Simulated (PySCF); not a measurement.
Gas-phase reaction: 3 PH ⇌ 2 P + PH₃

Energies from PySCF, thermal terms from the rigid-rotor harmonic-oscillator model, ideal gas at 1 bar. The comparison is the NASA 1993 polynomial table, which mixes measured and estimated data. † marks an energy on the PBE0/def2-TZVP geometry and frequencies. CCSD(T) freezes the core. Open shells (unrestricted): PH (multiplicity 3), P (multiplicity 4); the rest are closed-shell singlets. CCSD(T) isn't extrapolated to the basis-set limit. The table's entry may be an old estimate for PH (not checked at source).

HF/def2-TZVP† gives ΔH°(298 K) = -53.3 kJ.

Task: What does CCSD(T)/def2-SVP† give, and where does the table lie?

Result: CCSD(T)/def2-SVP†: -91.3 kJ. Table: -70.1 kJ.
